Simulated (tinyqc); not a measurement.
Hueckel theory of the pi electrons, for the molecule c1ccoc1 (SMILES; centres numbered as the heavy atoms are written), step by step. One step of it, computed by the program tinyqc.

Task: Energy, charges, bond orders. E = sum n x; q_r = z_r - P_rr; bond order p = P_rs; free valence = sqrt(3) - sum of p over the bonds of the atom.

x values: 2.633325  1.314348  0.618034  -0.947674  -1.618034

occupations: 2.000000  2.000000  2.000000  0.000000  0.000000

charge and bond-order matrix P, lower triangle:
```
           1C         2C         3C        4O        5C
1C   1.089557
2C   0.536770   1.089557
3C  -0.083317   0.811110   1.014854
4O  -0.197524  -0.197524   0.384711  1.791178
5C   0.811110  -0.083317  -0.432359  0.384711  1.014854
```

Centres:
```
centre  z_r, pi electrons of the neutral centre         h
1C                                            1  0.000000
2C                                            1  0.000000
3C                                            1  0.000000
4O                                            2  2.000000
5C                                            1  0.000000
```

Bonds:
```
i  j         k
1  2         1
2  3         1
3  4  0.800000
4  5  0.800000
5  1         1
```

Give: pi energy = 6 alpha + this times beta; pi charges; Bond orders and lengths from R = 1.517 - 0.180 p; free valence of the carbons; gap between the highest filled and the next level.

Result:

pi energy = 6 alpha + this times beta = 9.131

pi charges: 1C -0.090, 2C -0.090, 3C -0.015, 4O 0.209, 5C -0.015

Bond orders and lengths from R = 1.517 - 0.180 p (angstrom, C-C alone):
```
bond      p      R
1-2   0.537  1.420
2-3   0.811  1.371
3-4   0.385      -
4-5   0.385      -
5-1   0.811  1.371
```

free valence of the carbons: 1C 0.384, 2C 0.384, 3C 0.536, 5C 0.536

gap between the highest filled and the next level = 1.566 |beta|
